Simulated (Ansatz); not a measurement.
The first iterations of a band of C$_{3}$H$_{7}$FO$_{2}$ (13 atoms, charge 0, multiplicity 1).

Theory: RKS PBE0-D4/def2-SVP (Ansatz).

```json
{"movable images": "7", "climbing image": "yes", "spring": "5.0 eV/Å²", "optimiser": "quadratic models (default)", "start path": "through a guess of the saddle point", "force threshold": "0.05 eV/Å", "iteration limit": "60", "end points": "relaxed"}
```

Initial state:

```xyz
13
Properties=species:S:1:pos:R:3
O -0.206 -2.066 -0.154
C -0.517 -0.807 0.394
C 0.525 0.158 -0.144
O 0.551 0.093 -1.540
C 0.271 1.581 0.287
F -1.024 1.960 0.037
H -0.970 -2.644 -0.075
H -1.512 -0.451 0.072
H -0.495 -0.819 1.502
H 1.511 -0.130 0.286
H 0.473 -0.847 -1.753
H 0.949 2.250 -0.267
H 0.465 1.688 1.369
```

Final state:

```xyz
13
Properties=species:S:1:pos:R:3
O -0.181 -2.012 -0.070
C -0.583 -0.755 0.498
C 0.568 0.180 0.316
O 0.801 -0.111 -1.334
C 0.220 1.594 0.440
F -1.039 1.994 -0.056
H -0.971 -2.532 -0.253
H -1.526 -0.438 -0.001
H -0.785 -0.837 1.581
H 1.767 -0.105 -1.354
H 0.558 -1.079 -1.239
H 0.966 2.249 -0.039
H 0.225 1.816 1.524
```

| iteration | highest image above the first end (eV) | largest band force component (eV/Å) |
| --- | --- | --- |
| 1 | 4.237 | 4.616 |
| 2 | 3.673 | 2.819 |
| 3 | 3.484 | 2.001 |
| 4 | 3.524 | 0.751 |

Q: Does the band converge within its limit, and where does its top end?

A: The run converged. It ended after 13 iterations with the highest image 3.464 eV above the first end. Neighbouring images differ by up to 1.3 eV, so the band resolves the path poorly. A vibrational analysis at the climbing image gives one clearly imaginary mode, 756i cm⁻¹: a first-order saddle point. The orbitals stay closed-shell, which can raise the energy where a bond breaks towards radicals; this wasn't checked here.

Run time: 4.1 min on 2 threads of Intel(R) Xeon(R) Platinum 8488C (Sapphire Rapids), on a shared host, peak memory 0.3 GiB.
